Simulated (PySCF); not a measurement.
C₃H₃FS.
Structure used (PBE0-D3(BJ)/def2-SVP), in Å, numbered top down from 1:
```xyz
8
C3H3FS angstrom
C     -0.9928   -0.1454    0.0517
C      0.3568    0.4685   -0.0236
F      0.3742    1.8114   -0.0333
C      1.4969   -0.2012   -0.0816
S      2.8171   -1.0311   -0.1565
H     -1.5125    0.1785    0.9683
H     -0.9278   -1.2413    0.0546
H     -1.6016    0.1674   -0.8129
```

The calculation used EOM-IP-CCSD/aug-cc-pVDZ in PySCF, restricted Hartree–Fock reference, 9 core orbitals frozen, non-relativistic, gas phase, PBE0-D3(BJ)/def2-SVP geometry.

Hartree–Fock orbital energies give these Koopmans values (eV): HOMO 8.73, HOMO-1 11.97, HOMO-2 13.41, HOMO-3 15.55, HOMO-4 15.74, HOMO-5 16.12, HOMO-6 16.96, HOMO-7 19.35.

Task: What vertical ionisation energies does EOM-IP-CCSD give?

Result: 
```
leading hole (HF orbital)  Koopmans (eV)  EOM-IP-CCSD (eV)  change (eV)  one-hole share
                     HOMO           8.73              8.34        -0.39            0.96
                   HOMO-1          11.97             11.90        -0.07            0.95
                   HOMO-2          13.41             12.15        -1.26            0.91
                   HOMO-3          15.55             13.56        -1.99            0.94
                   HOMO-4          15.74             14.57        -1.17            0.91
                   HOMO-5          16.12             14.68        -1.44            0.94
                   HOMO-6          16.96             15.37        -1.59            0.92
                   HOMO-7          19.35             16.78        -2.57            0.93
```

Task: Does the order of the lines follow the orbital energies?

Result: Yes, no two lines change places. The corrections run from -2.57 to -0.07 eV, with a mean of -1.31 eV over the 8 lines; no line lies above its Koopmans value. Koopmans values leave out both the relaxation of the orbitals and the change in correlation energy.

Task: At what kinetic energies would He I light (21.22 eV) eject these electrons?

Result: 12.88 eV (HOMO), 9.32 eV (HOMO-1), 9.07 eV (HOMO-2), 7.66 eV (HOMO-3), 6.65 eV (HOMO-4), 6.54 eV (HOMO-5), 5.85 eV (HOMO-6), 4.44 eV (HOMO-7).

Lines less than 0.15 eV apart could change places at a higher level. One root was sought for each valence orbital with −ε under 21 eV, eight at most, so deeper holes and satellites are missing; no vibrational structure.
